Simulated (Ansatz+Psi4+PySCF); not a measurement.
doublet CF₂(+): levels of theory in one basis

```xyz
3

C     0.0013    0.0001   -0.0004
F     0.6336   -0.7573   -0.8456
F     0.8903    0.8494    0.4195
```

Basis set: cc-pVTZ (spherical functions). Left uncorrelated: 3 orbitals. Correlation on ROHF uses semicanonical orbitals with singles. Charge 1, multiplicity 2.

Computed with Ansatz (development build ahead of 0.2.0) and Psi4 1.11; each method stands on the lowest determinant of its kind that the runs found.

```json
{"method": "ROHF", "E − E(ROHF) (eV)": "0.00", "<S²> of the determinant": "0.75"}
{"method": "UHF", "E − E(ROHF) (eV)": "-0.08", "<S²> of the determinant": "0.76"}
{"method": "ROHF-MP2", "E − E(ROHF) (eV)": "-16.72", "<S²> of the determinant": "–"}
{"method": "UHF-MP2", "E − E(ROHF) (eV)": "-16.73", "<S²> of the determinant": "0.76"}
```
